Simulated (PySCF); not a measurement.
# CH3F: the cost of one run

Program: PySCF 2.14.0. Level of theory: levels as typed in each script, gas phase, geometry from GFN2-xTB. These are calculated values, not measurements.

### Step 1. Starting geometry

5 atoms, charge 0, spin multiplicity 1.

Bond lengths: C1–F2 1.364 Å, C1–H3 1.091 Å, C1–H4 1.091 Å, C1–H5 1.091 Å. Angles: F2–C1–H3 108.1°, F2–C1–H4 108.1°, F2–C1–H5 108.1°, H3–C1–H4 110.8°, H3–C1–H5 110.8°, H4–C1–H5 110.8°.

As a file:

```mol
CH3F
  3D, bonds by distance, orders not assigned

  5  4  0  0  0  0  0  0  0  0999 V2000
   -0.6257    0.0000    0.0000 C   0  0
    0.7385    0.0000    0.0000 F   0  0
   -0.9640   -0.8342   -0.6158 H   0  0
   -0.9640   -0.1161    1.0303 H   0  0
   -0.9640    0.9504   -0.4146 H   0  0
  1  2  8  0
  1  3  8  0
  1  4  8  0
  1  5  8  0
M  END
```

### Step 2. Stretching a bond (def2-svpd)

input.py

```python
import numpy as np
from pyscf import gto, scf, mcscf

mol = gto.M(atom='''
C     -0.62571     0.00000     0.00000
F      0.73846     0.00000     0.00000
H     -0.96396    -0.83422    -0.61575
H     -0.96397    -0.11614     1.03033
H     -0.96396     0.95037    -0.41459
''', basis='def2-svpd', charge=0, spin=0, verbose=4)
# stretch the bond between atoms 1 and 4, from long to short, fragments rigid
a, b, move = 0, 3, [3]
xyz = mol.atom_coords(unit='Angstrom')
u = xyz[b] - xyz[a]
r0 = np.linalg.norm(u)
rows, last, dm_u = [], None, None
for r in [3.0, 2.35, 1.93, 1.66, 1.44, 1.28, 1.18, 1.07, 0.98]:
    new = xyz.copy()
    new[move] += u / r0 * (r - r0)
    m = mol.set_geom_(new, unit='Angstrom', inplace=False)
    rhf = scf.RHF(m).density_fit(auxbasis='def2-universal-jkfit').run()
    uhf = scf.UHF(m).density_fit(auxbasis='def2-universal-jkfit').newton()
    if dm_u is None:
        c = rhf.mo_coeff
        h = m.nelectron // 2 - 1
        ca, cb = c.copy(), c.copy()
        ca[:, h], cb[:, h] = (c[:, h] + c[:, h + 1]) / 2**.5, (c[:, h] - c[:, h + 1]) / 2**.5
        dm_u = np.array([x[:, :h + 1] @ x[:, :h + 1].T for x in (ca, cb)])
    uhf.kernel(dm0=dm_u)
    for _ in range(3):
        c, _, stable, _ = uhf.stability(return_status=True)
        if stable:
            break
        uhf.kernel(c, uhf.mo_occ)
    dm_u = uhf.make_rdm1()
    mc = mcscf.CASSCF(rhf, 2, 2)
    mc.natorb = True
    mc.fix_spin_(ss=0)
    guess = mcscf.addons.make_natural_orbitals(uhf)[1] if last is None else mcscf.project_init_guess(mc, last.mo_coeff, last.mol)
    mc.kernel(guess)
    last = mc
    act = slice(mc.ncore, mc.ncore + mc.ncas)
    print('r %.3f  RHF %.6f  UHF %.6f  <S^2> %.3f  CASSCF %.6f  occupations' % (r, rhf.e_tot, uhf.e_tot, uhf.spin_square()[0], mc.e_tot), mc.mo_occ[act].round(4))
    rows.append((new, rhf.e_tot, uhf.e_tot, uhf.spin_square()[0], mc.e_tot, mc.mo_occ[act], mc.mo_coeff[:, act], dm_u[0] - dm_u[1], rhf.converged and uhf.converged and mc.converged))
    np.savez('result.npz', **{k: [row[i] for row in rows] for i, k in enumerate('xyz rhf uhf s2 cas occ c spin ok'.split())})
```

Run with:

```console
> OMP_NUM_THREADS=1 python input.py
```

**Question.** How long does this run take on 1 thread of Arm Neoverse V1, shared host, and how much memory does it need?

About 53 s, with a peak of 0.17 GiB.
